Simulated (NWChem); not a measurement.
System meant: HS anion

The following NWChem deck was run.

```
start job
memory heap 200 mb stack 900 mb global 1100 mb
charge -1
geometry units angstroms noautosym nocenter noautoz
  S      0.000000     0.000000    -0.089389
  H      0.000000     0.000000     1.268529
end
basis spherical
  S library 6-31g*
  H library 6-31g*
end
dft
  xc m06-2x
  iterations 150
end
property
  shielding
end
task dft property
```

End of the output:

```
 Vector   12  Occ=0.000000D+00  E= 6.453181D-01
              MO Center= -3.8D-09,  1.3D-08, -5.5D-01, r^2= 2.8D+00
   Bfn.  Coefficient  Atom+Function         Bfn.  Coefficient  Atom+Function
  ----- ------------  ---------------      ----- ------------  ---------------
     9      1.075993  1 S  pz                13     -1.031342  1 S  pz
    10      0.767788  1 S  s                  6     -0.683307  1 S  s
     5     -0.268219  1 S  pz                20     -0.213099  2 H  s
    19      0.157406  2 H  s                 16      0.070759  1 S  d  0
     2      0.062657  1 S  s                  1     -0.032157  1 S  s

 center of mass
 --------------
 x =   0.00000000 y =   0.00000000 z =  -0.09050407

 moments of inertia (a.u.)
 ------------------
           6.433560297383           0.000000000000           0.000000000000
           0.000000000000           6.433560297383           0.000000000000
           0.000000000000           0.000000000000           0.000000000000

     Multipole analysis of the density
     ---------------------------------

     L   x y z        total         alpha         beta         nuclear
     -   - - -        -----         -----         ----         -------
     0   0 0 0     -1.000000     -9.000000     -9.000000     17.000000

     1   1 0 0      0.000000      0.000000      0.000000      0.000000
     1   0 1 0     -0.000000     -0.000000     -0.000000      0.000000
     1   0 0 1      0.379560      0.342560      0.342560     -0.305559

     2   2 0 0    -14.193736     -7.096868     -7.096868      0.000000
     2   1 1 0      0.000000      0.000000      0.000000      0.000000
     2   1 0 1     -0.000000     -0.000000     -0.000000      0.000000
     2   0 2 0    -14.193736     -7.096868     -7.096868      0.000000
     2   0 1 1      0.000000      0.000000      0.000000      0.000000
     2   0 0 2    -11.757232     -8.980107     -8.980107      6.202982

          -----------------------------------------
          Chemical Shielding Tensors (GIAO, in ppm)
          -----------------------------------------

 ------------------------------------------------------------------------
  xm06: d2 not coded                    0
 ------------------------------------------------------------------------
 ------------------------------------------------------------------------
  current input line :
    19: task dft property
 ------------------------------------------------------------------------
 ------------------------------------------------------------------------
 This error has not yet been assigned to a category
 ------------------------------------------------------------------------
 For more information see the NWChem manual at https://nwchemgit.github.io

0: xm06: d2 not coded:Received an Error in Communication
```

Problem. Find the fault in this run and fix the input.

Solution. The run crashed. Cause: this functional's second derivatives, which shieldings need, aren't coded here; the fix takes a hybrid GGA instead. This input runs:
```
start job
memory heap 200 mb stack 900 mb global 1100 mb
charge -1
geometry units angstroms noautosym nocenter noautoz
  S      0.000000     0.000000    -0.089389
  H      0.000000     0.000000     1.268529
end
basis spherical
  S library 6-31g*
  H library 6-31g*
end
dft
  xc pbe0
  iterations 150
end
property
  shielding
end
task dft property
```
It converges to -398.64273 Ha (PBE0/6-31G* (spherical d), GIAO).
